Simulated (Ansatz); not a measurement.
A run of Ansatz (development build ahead of 0.2.0) on doublet CH3O at this shape:

```xyz
5

C    -0.5647   -0.2676   -0.2296
O     0.6087    0.2970    0.1285
H     0.4995    0.6910    0.9551
H    -0.5588   -0.8118   -1.1400
H    -1.2879   -0.5171    0.5580
```

Its results:

| Property | Result |
| --- | --- |
| Converged | yes |
| Total energy | -114.32713 hartree |
| Spin squared of the determinant | 0.760 |
| Stability test | minimum |

Forces (eV/Å):
```json
{"atom": "C1", "Fx": "-0.502", "Fy": "0.407", "Fz": "0.909"}
{"atom": "O2", "Fx": "-0.062", "Fy": "-0.724", "Fz": "-1.160"}
{"atom": "H3", "Fx": "0.065", "Fy": "0.707", "Fz": "1.269"}
{"atom": "H4", "Fx": "0.120", "Fy": "-0.435", "Fz": "-0.660"}
{"atom": "H5", "Fx": "0.380", "Fy": "0.046", "Fz": "-0.358"}
```

Question: Which input gives this output? Name the method, the orbitals and the basis set, and write the input.

Answer: UHF in def2-SVP.

```yaml
crystal:
  periodic: [false, false, false]
  atoms:
    - { symbol: C, position_ang: [-0.56475, -0.26761, -0.22959] }
    - { symbol: O, position_ang: [0.60874, 0.29704, 0.12851] }
    - { symbol: H, position_ang: [0.49947, 0.69096, 0.95513] }
    - { symbol: H, position_ang: [-0.55879, -0.81176, -1.14004] }
    - { symbol: H, position_ang: [-1.28788, -0.51709, 0.55804] }
basis:
  gaussian: { orbitals: def2-SVP }
magnetization:
  spin_polarized: true
  initial_magnetization: 1
hamiltonian:
  xc: hf
output:
  forces: true
```
